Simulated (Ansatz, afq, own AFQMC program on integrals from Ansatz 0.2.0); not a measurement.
## ZnNH$_{2}$Cl, singlet: AFQMC among the cluster methods

```yaml
atoms:
  - { symbol: N, position_ang: [-0.4532, 0.7537, -0.3797] }
  - { symbol: Zn, position_ang: [0.6060, -0.5800, 0.2458] }
  - { symbol: Cl, position_ang: [1.9761, -2.0327, 0.9173] }
  - { symbol: H, position_ang: [-1.0888, 0.5146, -1.1376] }
  - { symbol: H, position_ang: [-0.9903, 1.2707, 0.3128] }
```

Connectivity, by distances: NH2–Zn–Cl.

Basis def2-TZVP. Only valence electrons are correlated. Integrals, coupled cluster, full CI and functionals: Ansatz 0.2.0; the random walks run on the same integrals in our own AFQMC program. The CISD trial takes its coefficients from CCSD amplitudes. Released means that phaseless walkers are propagated on without the constraint, phases kept. Uncertainties: one standard error, sampling alone. The metal's outer-core s and p shells are frozen, which shifts wave-function levels against functionals.

Determinant: RHF, the one that the program's search chose, which needn't be the lowest solution. The geometry is a PBE0/def2-SVP stationary point of this or a neighbouring charge and spin state.

No full CI on the walks' own integrals is used here. The released AFQMC energy serves as the reference, which it does only where one determinant dominates, the energy is flat over the last release times and near the phaseless one (40 meV or 2 meV an electron, half that with transition metals). On small molecules, where full CI could be run and the noise was under 10 meV, such values lay within 10 meV of it in 19 cases of 20, a flattering rate, since the rule was set on those same cases; what remains of the bias isn't in the error bar.

Cautions: no relativity below Rb; outer-core shells of the metal frozen; the released value is read at 0.63 1/Eh with a noise of 11 meV, more than in the cases checked, later times being too noisy (meV from the phaseless value at times in 1/Eh: -26 ± 15 at 0.21, 4 ± 17 at 0.42, -21 ± 11 at 0.63, -19 ± 20 at 0.90); released reference can be 30 meV off for metals.

```
T1 diagnostic                               : 0.0144
weight of the determinant in the CISD state : 0.815
size of the correlated space                : 26 electrons in 113 orbitals
```

Reference: AFQMC with the constraint released, correlation energy -22.698 ± 0.011 eV.

| level | E − E(reference) (kcal/mol) | share of correlation (%) |
| --- | --- | --- |
| HF | 523.42 ± 0.26 | 0.00 |
| MP2 | 8.20 ± 0.26 | 98.43 |
| CCSD | 17.67 ± 0.26 | 96.62 |
| CCSD(T) | 1.24 ± 0.26 | 99.76 |
| ph-AFQMC/HF | -2.46 ± 1.35 | 100.47 |
| ph-AFQMC/CISD | 0.48 ± 0.31 | 99.91 |

Released energies are given only where the last usable release times agree within the noise; a slower fall can still hide under it.
